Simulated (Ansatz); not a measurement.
[Br···H···Br], doublet: reading a ladder of total energies

Geometry: a point of a hydrogen-transfer path between rigid fragments, not a stationary point.

```xyz
3

Br    0.0000    0.0000   -1.8083
H     0.0000    0.0000   -0.1533
Br    0.0000    0.0000    1.9617
```

Basis cc-pVDZ; Ansatz 0.2.0. Correlated methods freeze the noble-gas cores and the filled d shells of p-block atoms, which leaves 15 electrons in 31 orbitals. Prefix R: restricted or restricted open-shell reference; prefix U: unrestricted. No spin–orbit coupling is included, and no scalar relativity.

Full CI isn't at hand for all of this; UCCSDT(Q) serves as the reference, and is uncertain by about the last step of the cluster series.

Runs differ by some tens of microhartree through their thresholds and, for an open shell, their frozen cores, so steps under 0.03 kcal/mol mean nothing.

```json
{"level": "UHF", "total energy (hartree)": "-5145.310816"}
{"level": "UMP2", "total energy (hartree)": "-5145.536176"}
{"level": "UCCSD", "total energy (hartree)": "-5145.564858"}
{"level": "UCCSD(T)", "total energy (hartree)": "-5145.568679"}
{"level": "UCCSDT", "total energy (hartree)": "-5145.569157"}
{"level": "UCCSDT(Q)", "total energy (hartree)": "-5145.569607"}
```

What is the correlation energy at UCCSDT(Q), and what share of it do UMP2 and UCCSDT recover?

E(corr) = -5145.569607 − (-5145.310816) = -0.258791 hartree = -7.042 eV. UMP2: -0.225360 / -0.258791 = 87.08 %. UCCSDT: -0.258341 / -0.258791 = 99.83 %.

By how many kcal/mol does UCCSD(T) miss UCCSDT(Q) (1 hartree = 627.509 kcal/mol), and which steps make up the rest?

-5145.568679 − (-5145.569607) = 0.000928 hartree = 0.58 kcal/mol. Steps: UCCSDT − UCCSD(T) = -0.30, UCCSDT(Q) − UCCSDT = -0.28 kcal/mol. That is within 1 kcal/mol of the reference in this basis, which itself misses far more of the correlation at the basis-set limit.
